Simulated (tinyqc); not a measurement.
Orbital energy against energy difference: ionisation energy by orbital energies and by energy differences in the 6-31g* basis, for HF, spin multiplicity 1. Computed by the program tinyqc with PySCF. The cation is unrestricted; errors are against CCSD(T) in this basis, not against experiment.

Geometry (angstrom):
```
atom       x       y       z
F     0.0000  0.0000  0.0000
H     0.0000  0.0000  0.8120
```

CCSD(T) difference in the same basis = 15.9334 eV

IP-EOM-CCSD = 15.6231 eV

First vertical ionisation energy (eV):
```
method     -e(HOMO)  E(cation) - E  error of -e(HOMO)  error of the difference
HF           17.430       14.66585              1.496                   -1.268
LDA           8.599       16.59582             -7.334                    0.662
PBE           8.471       16.17127             -7.463                    0.238
B3LYP        10.546       16.24112             -5.387                    0.308
CAM-B3LYP    12.503       16.23534             -3.430                    0.302
LC-wPBE      13.850       16.30226             -2.084                    0.369
```

Estimate the missing row, method = PBE0.

Computed row:
```
method  -e(HOMO)  E(cation) - E  error of -e(HOMO)  error of the difference
PBE0      11.004       16.12342             -4.930                    0.190
```

Koopmans errs by +1.50 eV and Delta-HF by -1.27 eV: relaxation, 2.76 eV, lowers the value and the missing correlation difference works against it. The PBE level is off by -7.5 eV through the wrong tail of its potential, though its energy difference is off by +0.24 eV; exact exchange deepens the level, and among the orbital energies HF comes closest; among the differences PBE0 does.
